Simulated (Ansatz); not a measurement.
System: litharge SnO. Method: r²SCAN0 in Ansatz (plane waves, PAW).

Run with plane-wave cutoff 520 eV, 8×8×6 k mesh (along the axes of the cell as run), Fermi–Dirac smearing 0.01 eV, scalar-relativistic PAW data made under PBE.

Cell (measured lattice):

```cif
data_O2Sn2
_chemical_formula_sum 'Sn2 O2'
_space_group_name_H-M_alt 'P4/nmm :1'
_space_group_IT_number 129
_space_group_name_Hall 'P 4ab 2ab -1ab'
_cell_length_a 3.80100
_cell_length_b 3.80100
_cell_length_c 4.83500
_cell_angle_alpha 90.000
_cell_angle_beta 90.000
_cell_angle_gamma 90.000
loop_
_space_group_symop_operation_xyz
  'x, y, z'
  '-y+1/2, x+1/2, z'
  '-x, -y, z'
  'y+1/2, -x+1/2, z'
  'x+1/2, -y+1/2, -z'
  '-y, -x, -z'
  '-x+1/2, y+1/2, -z'
  'y, x, -z'
  '-x+1/2, -y+1/2, -z'
  'y, -x, -z'
  'x+1/2, y+1/2, -z'
  '-y, x, -z'
  '-x, y, z'
  'y+1/2, x+1/2, z'
  'x, -y, z'
  '-y+1/2, -x+1/2, z'
loop_
_atom_site_label
_atom_site_type_symbol
_atom_site_symmetry_multiplicity
_atom_site_Wyckoff_symbol
_atom_site_fract_x
_atom_site_fract_y
_atom_site_fract_z
_atom_site_occupancy
Sn1 Sn 2 c 0.00000 0.50000 0.23690 1
O1 O 2 a 0.00000 0.00000 0.00000 1
```

Question: Estimate the band gap, smallest direct gap on the k points sampled and Γ–Γ gap that the calculation returns.

Answer: 
band gap: 1.18 eV
smallest direct gap on the k points sampled: 3.61 eV
Γ–Γ gap: 3.72 eV

Note: cell and atoms aren't relaxed at this level (largest force component 0.43 eV/Å, pressure -2.0 GPa).

Spin–orbit coupling is not included.

The computed numbers hold no vibrational or temperature effects.

It cost very roughly 5 core-minutes of CPU time.

Ansatz is a first-principles code.
